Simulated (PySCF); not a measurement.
**Dipole moment and polarisability across levels of theory**

Acetyl chloride, C₂H₃ClO.
SMILES: `CC(=O)Cl`

PySCF, dipoles from the SCF density, polarisabilities from static response with core orbitals frozen. Isolated species at its PBE0-D3(BJ)/def2-SVP geometry, gas phase.

Reference dipole: 2.720 D (measured, gas; NIST CCCBDB Release 22 (SRD 101), experimental dipoles). The anisotropy is √(½[(α1 − α2)² + (α2 − α3)² + (α3 − α1)²]).

```json
{"level": "LDA/def2-SVPD", "μ (D)": "2.803", "error (%)": "+3.0", "α (Å³)": "6.77", "anisotropy (Å³)": "2.91"}
{"level": "PBE/def2-SVPD", "μ (D)": "2.732", "error (%)": "+0.4", "α (Å³)": "6.72", "anisotropy (Å³)": "2.93"}
{"level": "B3LYP/def2-SVPD", "μ (D)": "2.814", "error (%)": "+3.4", "α (Å³)": "6.52", "anisotropy (Å³)": "2.75"}
{"level": "PBE0/def2-SVPD", "μ (D)": "2.831", "error (%)": "+4.1", "α (Å³)": "6.43", "anisotropy (Å³)": "2.69"}
{"level": "HF/def2-SVPD", "μ (D)": "3.076", "error (%)": "+13.1", "α (Å³)": "5.99", "anisotropy (Å³)": "2.31"}
```

For the dipole, the smallest error is 0.4% (PBE/def2-SVPD) and the largest 13.1% (HF/def2-SVPD). The dipole runs from 2.73 D (PBE/def2-SVPD) to 3.08 D (HF/def2-SVPD). In one basis (def2-SVPD) the functionals order the polarisability from HF (lowest) to LDA (highest), a spread of 13%. Measured values can belong to vibrating molecules and may average over conformers; the computed ones are for one fixed geometry.
